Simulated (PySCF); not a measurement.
Compound: Si3H8.
Numbering: `[SiH3:1][SiH2:2][SiH3:3]`

Cartesian coordinates in Å at the PBE0-D3(BJ)/def2-SVP level; atoms count from 1:
```
atom  x, y, z in Å
Si1    1.8012    0.7293   -0.0106
Si2    0.1958   -0.9754   -0.1213
Si3   -1.9388   -0.0270    0.0880
H4     3.1892    0.1944   -0.1635
H5     1.5459    1.7262   -1.0965
H6     1.6948    1.4262    1.3089
H7     0.4272   -1.9665    0.9771
H8     0.3037   -1.6886   -1.4339
H9    -2.1972    0.8746   -1.0774
H10   -2.0050    0.7856    1.3424
H11   -3.0059   -1.0733    0.1349
```

Computed with PySCF 2.14.0, delta-SCF UKS SCAN, pcX-2 on the ionised atom, pcseg-1 elsewhere, spin-free X2C. The ground state was rerun for each ionised atom, in the same mixed basis as its hole state.

| ionised atom | basis functions | E(ground) (Eh) | E(ionised) (Eh) |
| --- | --- | --- | --- |
| Si1 | 136 | -875.04091 | -807.19248 |
| Si2 | 136 | -875.04038 | -807.20277 |

Q: What are the 1s binding energies?

A: E(ionised) − E(ground), at 27.2114 eV a hartree:

```json
{"atom": "Si1", "environment": "SiH3 silicon", "difference (Eh)": "67.84843", "binding energy (eV)": "1846.25"}
{"atom": "Si2", "environment": "SiH2 silicon", "difference (Eh)": "67.83761", "binding energy (eV)": "1845.96"}
```

Only 1s holes are shown. Atoms equivalent by their bonding share one computed value, that of the first of them. Isolated species at its PBE0-D3(BJ)/def2-SVP geometry, gas phase.
